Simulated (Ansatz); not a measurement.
# Solid bromine

Computed with PBEsol (plane waves, PAW; Ansatz, a quantum-chemistry and plane-wave program).

Settings: plane-wave cutoff 520 eV, 10×10×4 k mesh (along the axes of the cell as run), Fermi–Dirac smearing 0.01 eV, scalar-relativistic PAW data made under PBE.

Cell (measured lattice):

Space group Cmce (No. 64); a = 6.743 Å, b = 4.668 Å, c = 8.700 Å, α = β = γ = 90.00°

```csv
atom,site,symmetry,x,y,z
Br,8f,m..,0.0000,0.1252,0.1172
```
(The calculation used a cell of 4 atoms; values per cell refer to that cell.)

For solid bromine, the band gap is 1.56 eV. The smallest direct gap on the k points sampled is 1.57 eV.

Note: cell and atoms aren't relaxed at this level (pressure -1.2 GPa).

Spin–orbit coupling is not included.

The result took around 28 core-seconds (rough).
